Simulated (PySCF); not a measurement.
# NaH₂⁻: one-bond stretch

All numbers come from PBE0 in PySCF with Na def2-TZVPD, H def2-TZVPD; no relativity; density-fitted integrals.

Rigid scan from the singlet minimum (Na–H 2.065 Å (×2); H–Na–H 180.0°). Coordinate: the bond from Na to the last atom (H) scaled, the rest fixed. Energies in kJ/mol from the minimum.

```json
{"scale of one bond": "0.92", "E (kJ/mol)": "4.4", "dipole size (D, about the centre of mass)": "0.57"}
{"scale of one bond": "0.96", "E (kJ/mol)": "1.0", "dipole size (D, about the centre of mass)": "0.29"}
{"scale of one bond": "1.00", "E (kJ/mol)": "0.0", "dipole size (D, about the centre of mass)": "0.00"}
{"scale of one bond": "1.05", "E (kJ/mol)": "1.2", "dipole size (D, about the centre of mass)": "0.37"}
{"scale of one bond": "1.12", "E (kJ/mol)": "6.1", "dipole size (D, about the centre of mass)": "0.92"}
{"scale of one bond": "1.20", "E (kJ/mol)": "14.7", "dipole size (D, about the centre of mass)": "1.55"}
{"scale of one bond": "1.35", "E (kJ/mol)": "34.3", "dipole size (D, about the centre of mass)": "2.78"}
{"scale of one bond": "1.55", "E (kJ/mol)": "61.2", "dipole size (D, about the centre of mass)": "–"}
{"scale of one bond": "1.80", "E (kJ/mol)": "90.6", "dipole size (D, about the centre of mass)": "–"}
{"scale of one bond": "2.20", "E (kJ/mol)": "126.0", "dipole size (D, about the centre of mass)": "–"}
```
